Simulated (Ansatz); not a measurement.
`C=P(C)(C)C`, charge 0, multiplicity 1.

(1) Give a relaxed structure at PBE0-D4/def2-TZVP (Ansatz 0.2.0). (Estimate.)

Results:

(1) Computed: 
Z-matrix (Å, degrees):
```
P
C 1 1.809
C 1 1.809 2 107.7
C 1 1.663 2 110.9 3 -121.5
C 1 1.839 2 101.8 3 106.7
H 2 1.090 1 109.2 3 60.1
H 2 1.091 1 111.5 3 -61.9
H 2 1.092 1 108.6 3 178.2
H 3 1.091 1 111.5 2 61.8
H 3 1.090 1 109.2 2 -60.2
H 3 1.092 1 108.6 2 -178.4
H 4 1.083 1 118.2 2 -44.8
H 4 1.083 1 118.2 2 164.4
H 5 1.092 1 108.6 2 -177.0
H 5 1.094 1 113.1 2 -55.6
H 5 1.092 1 108.6 2 65.9
```
Point group Cs.
This is one stationary point; other conformers may exist.
